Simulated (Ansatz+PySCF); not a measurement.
A calculation with Ansatz (development build ahead of 0.2.0).

```yaml
crystal:
  periodic: [false, false, false]
  atoms:
    - { symbol: Li, position_ang: [0.0, 0.0, -1.28208] }
    - { symbol: Li, position_ang: [0.0, 0.0, 1.28208] }
basis:
  gaussian: { orbitals: def2-SVP }
hamiltonian:
  xc: hf
correlation:
  method: fci
  frozen_orbitals: { Li: 0 }
```

The input is written out in the form of the current development build from the run's settings.

Results

```yaml
Converged: yes
Total_energy: -14.88646 hartree
State: lowest singlet root, of any spatial symmetry
Spin_squared_of_the_determinant: 0.000
```
